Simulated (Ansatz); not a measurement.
## Zone-centre TO phonon frequency of rock-salt ZrC at several levels of theory

No measured value is used here.

```csv
level (code),value (cm⁻¹),cell (Å³/atom)
LDA (Ansatz),450,12.50
PBE (Ansatz),(withheld),13.05
PBEsol (Ansatz),443,12.72
revPBE (Ansatz),412,13.19
RPBE (Ansatz),408,13.25
PBE-D3(BJ) (Ansatz),440,12.76
r²SCAN (Ansatz),406,13.07
r²SCAN+rVV10 (Ansatz),(withheld),13.00
```

Fill in the missing entries.


- PBE (Ansatz, an electronic-structure program), value (cm⁻¹): 420
- r²SCAN+rVV10 (Ansatz), value (cm⁻¹): 414

PBE-D3(BJ): the dispersion coefficients are held fixed in the derivatives. Each level is taken at its own relaxed cell. Cutoffs differ between the levels. Ansatz's density-functional and Hartree–Fock values are scalar-relativistic unless marked +SOC, with PAW data made under PBE.
